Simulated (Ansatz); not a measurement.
# BH4N: the cost of one run

All numbers below are computed with Ansatz 0.2.0 (RKS PBE/def2-SVPD).

1 further run of the same task is left out (it didn't finish).

**1. Starting point**

Bond lengths: B1–H2 1.190 Å, B1–H3 1.190 Å, B1–N4 1.550 Å, N4–H5 1.060 Å, N4–H6 1.060 Å. Angles: H2–B1–H3 120.0°, H2–B1–N4 120.0°, H3–B1–N4 120.0°, B1–N4–H5 120.0°, B1–N4–H6 120.0°, H5–N4–H6 120.0°.

As a file:

```xyz
6

B     0.0000    0.0000    0.0000
H     0.0000    0.0000    1.1900
H     1.0305    0.0000   -0.5950
N    -1.3423    0.0000   -0.7750
H    -2.0112   -0.8164   -0.6764
H    -1.5914    0.8164   -1.4036
```

**2. Relaxing the start**

input.yaml

```yaml
crystal:
  periodic: [false, false, false]
  atoms:
    - { symbol: B, position_ang: [0.0, 0.0, 0.0] }
    - { symbol: H, position_ang: [0.0, 0.0, 1.19] }
    - { symbol: H, position_ang: [1.0305, 0.0, -0.595] }
    - { symbol: "N", position_ang: [-1.3423, 0.0, -0.775] }
    - { symbol: H, position_ang: [-2.0112, -0.8164, -0.6764] }
    - { symbol: H, position_ang: [-1.5914, 0.8164, -1.4036] }
basis:
  gaussian: { orbitals: def2-SVPD }
hamiltonian:
  xc: pbe
relax:
  f_tol: 0.02
  max_steps: 40
output:
  orbitals: {}
```

Command:

```bash
> ansatz run input.yaml --threads 1 --pin off --max-ram 2048MiB --backend cpu --events-out ev --progress --plain --runs-dir out
```

Q: Estimate wall time and peak memory on 1 thread of Arm Neoverse V2, shared host.

About 8.2 s, with a peak of 0.11 GiB.
